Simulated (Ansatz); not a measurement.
What a trial cell of Si3Au relaxes into

Theory: DFT PBE, scalar-relativistic, plane waves, PAW (Ansatz 0.2.0). Cutoff 420 eV, Γ-centred k mesh, Gaussian smearing, no spin polarisation in the final step.

The start puts Si3Au on the Ni3Sn (D0_19) structure type (P6_3/mmc, No. 194), with Au in place of Sn, Si in place of Ni, at a guessed volume.

```
Si Au
1.0
     5.68894    0.00000    0.00000
    -2.84447    4.92677    0.00000
     0.00000    0.00000    4.56625
Si Au
6 2
Direct
  0.83300 0.66600 0.25000
  0.16700 0.83300 0.75000
  0.33400 0.16700 0.25000
  0.16700 0.33400 0.75000
  0.83300 0.16700 0.25000
  0.66600 0.83300 0.75000
  0.33333 0.66667 0.25000
  0.66667 0.33333 0.75000
```

Cell and atoms relax at zero pressure; the relaxation can't lower the symmetry of the start. After a coarse first stage the cell is made exact in the group found at 0.06 Å.

Energies over the elements count from the elements' standard structures at the same level, with no empirical corrections.

(1) What does it relax into?

(2) What are its volume, energy, density and gap?

Results:

(1) It keeps P6_3/mmc (No. 194). The result has the Ni3Sn (D0_19) structure. Conventional cell: a = 5.775 Å, c = 4.524 Å. Si has 6 Si at 2.78–2.80 Å, 4 Au at 2.84–2.89 Å and 2 Si at 2.97 Å; around Au lie 12 Si at 2.84–2.89 Å.

Space group P6_3/mmc (No. 194). a = 5.775 Å, b = 5.775 Å, c = 4.524 Å, α = 90.00°, β = 90.00°, γ = 120.00°
```json
{"atom": "Si", "site": "6h", "symmetry": "mm2", "x": "0.8382", "y": "0.6764", "z": "0.2500"}
{"atom": "Au", "site": "2c", "symmetry": "-6m2", "x": "0.3333", "y": "0.6667", "z": "0.2500"}
```

(2) The volume per atom is 16.34 Å³ and the density is 7.15 g/cm³. The energy over the elements is 0.51 eV/atom and the gap on the 12×12×8 mesh is 0 eV (a metal).

The final run used a 12×12×8 mesh on its 8-atom cell and 0.10 eV smearing. The k mesh leaves about 4 meV/atom of noise in metals. Spin–orbit coupling is left out. A structure relaxed within its symmetry needn't be a true minimum.

Cost: 4 runs of about 3.7 core-minutes in all, on Arm Neoverse V2 (shared hosts).